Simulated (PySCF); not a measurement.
H3SiN(CH3)2, optimised at HF/6-31G*:

```xyz
13

C     -0.2720     1.4481     0.1508
N     -0.0466     0.0242     0.2822
C     -1.2681    -0.7526     0.2675
Si     1.4672    -0.6836    -0.1431
H     -0.7253     1.7125    -0.8054
H     -0.9335     1.7996     0.9388
H      0.6614     1.9914     0.2400
H     -1.8038    -0.6702    -0.6790
H     -1.0551    -1.8009     0.4411
H     -1.9374    -0.4181     1.0564
H      1.5488    -2.0208     0.4749
H      1.6868    -0.8603    -1.6010
H      2.5480     0.1868     0.3578
```

Energies from PySCF (xtb for GFN2), thermal terms from the rigid-rotor harmonic-oscillator model, ideal gas at 1 bar. 6-31G* has spherical d functions here. All species are closed-shell singlets. B3LYP is the form with VWN-RPA correlation.

Question: List the harmonic frequencies (cm⁻¹, unscaled) at this level and at the other levels, each on its own geometry.

Answer: 
- HF/6-31G*: 121, 137, 217, 269, 302, 396, 705, 766, 782, 1020, 1073, 1074, 1103, 1190, 1230, 1282, 1324, 1446, 1600, 1633, 1633, 1644, 1659, 1674, 2316, 2377, 2382, 3153, 3161, 3214, 3214, 3271, 3273
- B3LYP/6-31G*: 134, 141, 228, 251, 275, 367, 666, 694, 723, 919, 988, 995, 1027, 1103, 1138, 1185, 1222, 1328, 1475, 1504, 1509, 1518, 1538, 1556, 2174, 2244, 2253, 2975, 2981, 3036, 3040, 3112, 3114
- GFN2-xTB: 122, 161, 205, 269, 305, 388, 563, 612, 694, 749, 817, 828, 1042, 1058, 1090, 1128, 1209, 1308, 1419, 1429, 1482, 1490, 1503, 1513, 2146, 2257, 2263, 2882, 2883, 2941, 2945, 3034, 3034
- PBE/def2-SVP: 127, 144, 228, 246, 267, 353, 654, 663, 693, 869, 937, 944, 1002, 1054, 1077, 1125, 1215, 1267, 1379, 1398, 1398, 1412, 1431, 1454, 2089, 2158, 2169, 2879, 2887, 2947, 2956, 3042, 3043
- PBE0/def2-TZVP: 123, 138, 221, 244, 266, 358, 678, 691, 715, 914, 970, 972, 1034, 1093, 1120, 1169, 1241, 1325, 1441, 1468, 1472, 1480, 1500, 1521, 2158, 2219, 2225, 2976, 2981, 3033, 3040, 3112, 3113
